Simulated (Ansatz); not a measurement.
Geometry optimisation, RKS PBE0-D4/cc-pVDZ in Ansatz 0.2.0.

The input (input.yaml):

```yaml
crystal:
  periodic: [false, false, false]
  atoms:
    - { symbol: Al, position_ang: [0.0, 0.0, 0.0] }
    - { symbol: "N", position_ang: [0.0, 0.0, 2.27] }
    - { symbol: H, position_ang: [-0.877, -0.2713, 2.8] }
    - { symbol: H, position_ang: [0.877, 0.2713, 2.8] }
    - { symbol: H, position_ang: [1.351, 0.0, -0.78] }
    - { symbol: H, position_ang: [-1.351, 0.0, -0.78] }
    - { symbol: F, position_ang: [-0.2489, 1.872, 0.6275] }
    - { symbol: H, position_ang: [-0.1681, 1.2645, 1.7547] }
basis:
  gaussian: { orbitals: cc-pVDZ }
hamiltonian:
  xc: pbe0
  dispersion: d4
relax:
  f_tol: 0.15
  max_steps: 25
  restrain:
    - { distance: [0, 6], at: 1.69, k: 30.0 }
    - { distance: [7, 1], at: 1.06, k: 30.0 }
    - { distance: [0, 1], at: 3.12, k: 30.0 }
    - { distance: [7, 6], at: 2.12, k: 30.0 }
```

Run as:

```bash
$ ansatz run input.yaml --threads 2 --pin off --max-ram 3072MiB --backend cpu --events-out ev --progress --plain --runs-dir out
```

Q: Where does it end, and by what steps?

A: The run converged. The restraints hold the end off the free minimum. After 8 steps the energy has fallen by 1.232 eV (the restraints' own energy left out); Al1 moved furthest, 0.70 Å. Joined: N2–H8 (1.38 → 1.04 Å).

```csv
step,energy less start (eV),largest force component (eV/Å),accepted
0,0.0000,2.771,yes
1,-0.2599,4.682,yes
2,-0.6618,3.760,yes
3,-0.8591,2.818,yes
4,-1.0238,2.559,yes
5,-1.1098,1.214,yes
6,-1.2240,0.799,yes
7,-1.2183,0.837,no
8,-1.2323,0.903,yes
```

```xyz
8
Properties=species:S:1:pos:R:3
Al -0.046 0.414 -0.562
N -0.029 0.100 2.519
H -0.814 -0.154 3.116
H 0.810 0.070 3.097
H 1.414 -0.024 -1.002
H -1.419 -0.255 -0.989
F -0.169 1.891 0.271
H -0.164 1.093 2.242
```

Time of the run: 12 s on 2 threads of Arm Neoverse V2 (shared host), peak memory 0.14 GiB.
